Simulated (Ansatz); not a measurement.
in.yaml

```yaml
crystal:
  periodic: [false, false, false]
  atoms:
    - {symbol: N, position_ang: [0.000000, 0.000000, 0.000000]}
    - {symbol: H, position_ang: [0.000000, 0.000000, 1.039652]}
basis:
  gaussian: {orbitals: aug-cc-pVDZ}
magnetization: {spin_polarized: false, initial_magnetization: 2}
correlation: {method: fci, electrons: outside_noble_gas}
```

```sh
$ ansatz run in.yaml --threads 1 --pin off --events-out ev --progress --plain --max-ram 2393MiB
```

Output:

```
510 factors; integrals over basis functions are off by at most 1.1e-7 eV
mean field evaluation 1: about -1495.2829 eV, gradient 8.6e0 eV
mean field evaluation 2: about -1495.2829 eV, gradient 8.6e0 eV
mean field evaluation 4: about -1495.6550 eV, gradient 9.7e-1 eV
mean field evaluation 8: about -1495.6630 eV, gradient 7.9e-6 eV
mean field -1495.66304070 eV, -54.9646029487 hartree, gradient 1.0e-6 eV, S^2 2.000000; 0 other end points of the search recorded, 0 dependent functions left out
mean field evaluation 16: about -1495.8581 eV, gradient 7.1e-1 eV
1 core orbitals not correlated: weight in the atoms' cores, before any rotation towards them, 1.000 or more for the frozen orbitals, at most 0.000 for the correlated occupied ones
reference -1495.66304070 eV, -54.9646029487 hartree; 4, 2 occupied and 27, 29 virtual orbitals, 510 factors
state -1499.51522023 eV, -55.1061679355 hartree
Total energy: -1499.51522023 eV, -55.1061679355 hartree
```

Natural occupations: 1.9667 1.9517 0.9916 0.9916 0.0334 0.0136 0.0089 0.0089 0.0061 0.0053 0.0053 0.0052 0.0052 0.0014 0.0012 0.0007 0.0007 0.0005 0.0004 0.0004 0.0002 0.0002 0.0002 0.0002.

Ran on 1 thread of Arm Neoverse N1, shared host: 81 s wall, 0.56 GiB peak host memory.
